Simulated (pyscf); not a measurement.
**Addition across a multiple bond or ene-type step: O=Si(Cl)–Cl (SMILES O=[Si](Cl)Cl) + H₂ (SMILES [H][H]) -> HO–SiH(Cl)–Cl (SMILES O[SiH](Cl)Cl)**

Gas phase, singlet surface, charge 0. Bonds broken: H5–H6. Bonds formed: O1–H5, Si2–H6. Optimised with ωB97X-D3(BJ)/def2-SVP in PySCF.

Transition state (Å):

```xyz
6

O     -0.2813     0.3605     1.3221
Si    -1.2103    -0.2473     0.2264
Cl    -1.0330    -2.1308    -0.4872
Cl    -3.0936     0.3908    -0.1393
H      0.0311     0.8108    -0.0866
H     -0.2882     0.6702    -0.9590
```

One imaginary mode, 1290i cm⁻¹; descent along it reached the two sides named.

```
bond    change  reactant side (Å)  saddle  product side
------  ------  -----------------  ------  ------------
H5–H6   breaks              0.763   0.940           3.0
O1–H5    forms                2.8   1.511         0.983
Si2–H6   forms                2.6   1.760         1.475
```

Electronic energies relative to the separated reactants (kJ/mol):

| level | barrier | reaction energy | reverse barrier |
|---|---|---|---|
| ωB97X-D3(BJ)/def2-TZVP | 62.9 | -226.1 | 289.0 |
| PBE/def2-TZVP | 49.3 | -196.2 | 245.5 |
| r²SCAN/def2-TZVP | 50.0 | -212.4 | 262.4 |
| B3LYP-D3(BJ)/def2-TZVP | 65.5 | -210.6 | 276.1 |
| PBE0-D3(BJ)/def2-TZVP | 45.5 | -229.2 | 274.7 |
| M06-2X/def2-TZVP | 62.5 | -231.2 | 293.7 |
| ωB97M-D3(BJ)/def2-TZVP | 61.3 | -222.3 | 283.6 |
| HF/def2-TZVP | 98.9 | -257.9 | 356.8 |

With ωB97M-D3(BJ)/def2-TZVP energies and thermal terms (ideal gas, 1 atm, RRHO with modes under 100 cm⁻¹ raised to 100, one conformer, R ln 2 for chiral ones without a mode under 150 cm⁻¹), in kJ/mol:

```
T (K)   ΔH‡    ΔG‡      ΔH      ΔG
-----  ----  -----  ------  ------
298    65.8  101.5  -203.7  -170.4
600    61.8  139.5  -205.2  -135.8
900    60.8  178.6  -204.4  -101.1
1200   61.2  217.9  -202.5   -66.9
```

At the saddle there is also a short H–Si contact that neither side keeps. This is the saddle that the search found; another between the same sides may lie lower.
